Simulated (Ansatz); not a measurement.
# SiH₂O (singlet): the correlation ladder at distance O2–H4 = 1.338 Å, cc-pVDZ

One table from this session's results is given with a row withheld; the runs are named, their logs left out.

Method: cc-pVDZ, core rule «outside noble gas», up to 6 orbitals frozen; program: Ansatz 0.2.0, Gaussian basis.

The runs, in order: UHF; CCSD(T) on RHF; CCSD(T) on UHF; BCCD(T) on RHF; CISD; CCSDT(Q) on RHF; CCSDT(Q) on UHF; CCSDTQ on RHF; CASSCF and MRCISD+Q, 2 electrons in 2 orbitals; CASSCF and NEVPT2, 2 electrons in 2 orbitals.

12 further runs of the same task are left out: 12 for a known fault of the program.

**The system**

The geometry derives from a PBE0/def2-TZVP stationary point (not a proven minimum). One bond is set to the value named and the two fragments are kept rigid.

4 atoms, charge 0, spin multiplicity 1.

Atoms are counted from 1 here; the program's logs count them from 0.

Bond lengths: Si1–O2 1.657 Å, Si1–H3 1.532 Å. Angles: O2–Si1–H3 94.4°.

Set-up of the first run:

File in.yaml:

```yaml
crystal:
  periodic: [false, false, false]
  atoms:
    - {symbol: Si, position_ang: [0.000000, -0.111728, 0.610756]}
    - {symbol: O, position_ang: [0.000000, 0.168926, -1.022750]}
    - {symbol: H, position_ang: [0.000000, 1.373413, 0.985265]}
    - {symbol: H, position_ang: [0.000000, -0.941615, -1.769036]}
basis:
  gaussian: {orbitals: cc-pVDZ}
magnetization: {spin_polarized: true, initial_magnetization: 0}
hamiltonian: {xc: hf}
output: {orbitals: {seedname: orbitals}}
```

On the command line:

```bash
$ ansatz run in.yaml --threads 1 --pin off --events-out ev --progress --plain --max-ram 5120MiB --backend cpu
```

Steps of the session up to this table: UHF; CCSD(T) on RHF; CCSD(T) on UHF; BCCD(T) on RHF; CISD; CCSDT(Q) on RHF; CCSDT(Q) on UHF; CCSDTQ on RHF; CASSCF and MRCISD+Q, 2 electrons in 2 orbitals; CASSCF and NEVPT2, 2 electrons in 2 orbitals.

One table of the session follows, with a row left open; its other results are not shown here.

It belongs to the step «Misses and costs». 

| method | from RCCSDTQ (meV) |
| --- | --- |
| RHF | +8850.4 |
| UHF | +8842.9 |
| RMP2 | +940.7 |
| CISD | +1092.3 |
| RCCSD | +299.9 |
| RCCSD(T) | +49.8 |
| BCCD(T) | +47.5 |
| RCCSDT | +30.2 |
| RCCSDT(Q) | ? |
| RCCSDTQ | 0 |
| CASSCF pair | +7770.0 |
| NEVPT2 pair | +887.7 |
| MRCISD pair | +854.7 |
| MRCISD+Q pair | +147.7 |

Estimate the missing values for RCCSDT(Q).

As computed: from RCCSDTQ (meV): -5.0. In the column «from RCCSDTQ (meV)» it is the lowest.
